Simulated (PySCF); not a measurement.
# CH3O2: the cost of one run

Computed with PySCF 2.14.0; each step states its level. No surroundings beyond the atoms listed, unless a continuum is named. Atoms count from 0, parts from 1.

## 1. Starting point

6 atoms, charge -1, multiplicity 1; geometry: GFN2-xTB. Parts: 1 = atoms 0–3, `C=O`, charge 0; 2 = atoms 4–5, `[OH-]`, charge -1. In the given geometry C0 and O4 of different parts are bonded (1.53 Å), so values for the parts refer to these atom groups.

## 2. Optimising the geometry at PBE0-D3(BJ)/def2-TZVPD

What the job is given:

```
{"job": {"xc": "PBE0", "basis": "def2-TZVPD", "d3": "d3bj", "grid": 3, "kind": "geom", "shake": 0.01}, "charge": -1, "multiplicity": 1, "parts": [{"atoms": "0-3", "charge": 0, "multiplicity": 1}, {"atoms": "4-5", "charge": -1, "multiplicity": 1}]}
C     -0.217608     0.021627    -0.293332
O      1.023972    -0.054504    -0.368031
H     -0.816883    -0.875965     0.091866
H     -0.612570     0.924624     0.321285
O     -0.909400     0.260619    -1.634395
H     -0.155133     0.289979    -2.224844
```

Launch:

```
$ OMP_NUM_THREADS=1 python cluster_run.py task.json out
```

The driver reads the jobs from task.json and runs them one after another.

Q: Estimate the wall time and peak memory of this first job on 1 thread of Arm Neoverse V2, shared host.

About 43 s, with a peak of 0.58 GiB.
